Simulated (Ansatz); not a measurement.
# C₃H₆ClFO: up Jacob's ladder to CCSD(T)

How much do the methods differ for C₃H₆ClFO? The plan is to run it at one geometry with functionals of several rungs and with coupled cluster. The yardstick is the atomisation energy at the CCSD(T) limit.

Method: functionals in def2-TZVPP, the program's frozen cores in correlated methods; program: Ansatz 0.2.0, Gaussian basis.

Plan: LDA (SPW92), PBE-D4, revPBE-D4, BLYP-D4, r2SCAN-D4, B97M-V, PBE0-D4, B3LYP-D4, r2SCANh-D4, r2SCAN0-D4, HSE06-D4, BHLYP-D4, CAM-B3LYP-D4, LC-ωPBE, ωB97X-V, ωB97M-V, B2PLYP, PBE-QIDH; CCSD(T)/def2-SVP; CCSD(T)/def2-TZVPP; MP2/def2-QZVPP; extrapolation to the limit; RPA on PBE.

## 1. The relaxed structure

An earlier PBE0-D4 in a triple-zeta def2 set relaxation fixed the geometry.

SMILES `CC(O)(Cl)CF`, 12 atoms, charge 0, spin multiplicity 1.

Atoms are counted from 1 here; the program's logs count them from 0.

Bond lengths: C1–C2 1.506 Å, C1–H7 1.089 Å, C1–H8 1.092 Å, C1–H9 1.090 Å, C2–O3 1.374 Å, C2–Cl4 1.836 Å, C2–C5 1.518 Å, O3–H10 0.965 Å, C5–F6 1.379 Å, C5–H11 1.091 Å, C5–H12 1.095 Å. Angles: C2–C1–H7 109.3°, C2–C1–H8 109.3°, C2–C1–H9 110.8°, H7–C1–H8 108.8°, H7–C1–H9 108.9°, H8–C1–H9 109.6°, C1–C2–O3 109.0°, C1–C2–Cl4 108.2°, C1–C2–C5 111.9°, O3–C2–Cl4 109.8°, O3–C2–C5 111.1°, Cl4–C2–C5 106.8°, C2–O3–H10 108.0°, C2–C5–F6 109.6°, C2–C5–H11 111.4°, C2–C5–H12 108.7°, F6–C5–H11 108.9°, F6–C5–H12 107.7° and more.

## 2. LDA

This LDA is Slater exchange with PW92 correlation.

Input file in.yaml:

```yaml
crystal:
  periodic: [false, false, false]
  atoms:
    - {symbol: C, position_ang: [-1.348208, -0.150080, 0.387819]}
    - {symbol: C, position_ang: [0.112481, 0.212340, 0.331246]}
    - {symbol: O, position_ang: [0.775945, -0.440284, 1.342145]}
    - {symbol: Cl, position_ang: [0.261305, 2.027986, 0.561132]}
    - {symbol: C, position_ang: [0.724836, -0.109734, -1.019542]}
    - {symbol: F, position_ang: [2.090329, 0.072243, -0.962455]}
    - {symbol: H, position_ang: [-1.753366, 0.134818, 1.357883]}
    - {symbol: H, position_ang: [-1.457188, -1.229920, 0.264148]}
    - {symbol: H, position_ang: [-1.906230, 0.365602, -0.393170]}
    - {symbol: H, position_ang: [1.722858, -0.303010, 1.215436]}
    - {symbol: H, position_ang: [0.316161, 0.528983, -1.803429]}
    - {symbol: H, position_ang: [0.538075, -1.164140, -1.247113]}
basis:
  gaussian: {orbitals: def2-TZVPP}
hamiltonian: {xc: lda}
output: {orbitals: {seedname: orbitals}}
```

Command:

```
> ansatz run in.yaml --threads 4 --pin off --events-out ev --progress --plain --max-ram 10444MiB
```

Further steps of the session: PBE-D4 (GGA); revPBE-D4 (GGA); BLYP-D4 (GGA); r2SCAN-D4 (meta-GGA); B97M-V (meta-GGA); B3LYP-D4 (hybrid); r2SCANh-D4 (hybrid); r2SCAN0-D4 (hybrid); HSE06-D4 (hybrid); BHLYP-D4 (hybrid); CAM-B3LYP-D4 (range-separated); LC-ωPBE (range-separated); ωB97X-V (range-separated); ωB97M-V (range-separated); B2PLYP (double hybrid); PBE-QIDH (double hybrid); CCSD(T) in def2-SVP; CCSD(T) in def2-TZVPP; MP2 in def2-QZVPP; RPA on PBE orbitals.

**Question.** What will the summary of the whole plan be? Wanted: atomisation energy, CCSD(T)/CBS; farthest beyond LDA; mean size of error, GGA; mean size of error, meta-GGA; mean size of error, hybrid; mean size of error, range-separated; mean size of error, double hybrid; gap, smallest and largest; T1 diagnostic.

As calculated:

| quantity | value |
| --- | --- |
| atomisation energy, CCSD(T)/CBS | 4606.5 kJ/mol |
| functionals within 23.0 kJ/mol (0.5 %) | revPBE-D4, BLYP-D4, r2SCAN-D4, B97M-V, B3LYP-D4, r2SCANh-D4, CAM-B3LYP-D4, LC-ωPBE, ωB97X-V, ωB97M-V, PBE-QIDH |
| farthest beyond LDA | BHLYP-D4 (-182.1 kJ/mol) |
| mean size of error, GGA | 48.6 kJ/mol |
| mean size of error, meta-GGA | 8.9 kJ/mol |
| mean size of error, hybrid | 56.9 kJ/mol |
| mean size of error, range-separated | 9.2 kJ/mol |
| mean size of error, double hybrid | 41.2 kJ/mol |
| gap, smallest and largest | 6.29 eV (LDA (SPW92)), 14.25 eV (LC-ωPBE) |
| T1 diagnostic | 0.0107 |
| triples share of the correlation energy | 3.7 % |

In words: LDA overbinds by 770.7 kJ/mol (17 %). PBE-D4 misses by +129.8 kJ/mol. Double hybrids carry the basis error of their MP2 part in triple zeta, and no dispersion term here, so their miss is partly the set-up's. The rungs meta-GGA, range-separated miss on average by less than the doubt on the reference (23.0 kJ/mol), so they tie. The reference freezes the cores and leaves out relativity and excitations past (T), so misses under about 23.0 kJ/mol can't be ranked. Hartree-Fock recovers 71 % of the binding; the rest is correlation. CCSD(T) in def2-SVP is off by -225.5 kJ/mol, more than most functionals: a good method in a small basis is no reference. The gap grows from 6.3 to 14.3 eV across the functionals, mostly with the share of exact exchange.
